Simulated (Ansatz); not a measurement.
C6H10 can be A, `C=CC(=C)CC`, or B, `C=CCCC=C`.

Computed with Ansatz on PBE0-D4/def2-TZVP structures; ΔE is electronic, products minus reactants. CBS: MP2 limit from def2 TZ/QZ plus the TZ coupled-cluster correction, frozen cores. DFT in def2-TZVPP. One conformer a species, not always the lowest.

Which is lower in electronic energy at CCSD(T)/CBS, and by how much? (Estimate.)

The calculation gave: A, by 24.6 kJ/mol.

Give E(B) − E(A) in kJ/mol with LDA (SPW92), CCSD/def2-TZVPP, CCSD(T)/def2-SVP, CCSD(T)/def2-TZVPP, BLYP-D4, PBE0-D4, B2PLYP. (An estimate is asked.)

The calculation gave: LDA (SPW92) 32.8, CCSD/def2-TZVPP 21.8, CCSD(T)/def2-SVP 24.0, CCSD(T)/def2-TZVPP 24.8, BLYP-D4 30.0, PBE0-D4 27.4, B2PLYP 25.2. None reverses the order clearly.

Does the order hold for the free energy at 298.15 K (harmonic terms from PBE0-D4)? (An estimate is asked.)

Computed: Yes: G(B) − G(A) = +21.5 kJ/mol, for one conformer each.

Largest T1 diagnostic: 0.010.

In def2-TZVPP, CCSD(T) changes the Hartree–Fock value by +9.2 kJ/mol (the triples alone add +2.9 kJ/mol) and MP2 by +12.5 kJ/mol. Leaving LDA and LC-ωPBE aside and taking each functional with its dispersion term where it has one, the values, not all of them listed here, spread over 9.6 kJ/mol, from ωB97X-V to B97M-V. LDA lies +5.4 kJ/mol from PBE without D4.
